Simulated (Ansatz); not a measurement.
Basis-set extrapolation for C$_{6}$H$_{7}$N (`Cc1ccncc1`) (PBE0-D4/def2-TZVP geometry, frozen core, Ansatz 0.2.0). Multiplicity 1, RHF reference.

```tsv
	def2-TZVPP	def2-QZVPP
HF	-285.837980	-285.850157
MP2 correlation	-1.155004	-1.229187
CCSD(T) correlation	-1.243932	not run
```

Energies in hartree. Use E(X) = E(∞) + A·exp(−7.88·√X) for Hartree–Fock and E(X) = E(∞) + B·X^(−2.97) for correlation, with X = 3 and 4, and add CCSD(T) minus MP2 of the smaller set to the MP2 limit.

Question: What is the CCSD(T) energy at the basis-set limit?

Answer: HF limit: -285.850157 + (-0.012177) × 0.13774 = -285.85183. MP2 limit: -1.229187 + (-0.074183) × 0.74074 = -1.28414. Higher-order term: -1.243932 − (-1.155004) = -0.08893. Total: -287.22490 hartree, 3.89 eV below CCSD(T)/def2-TZVPP.
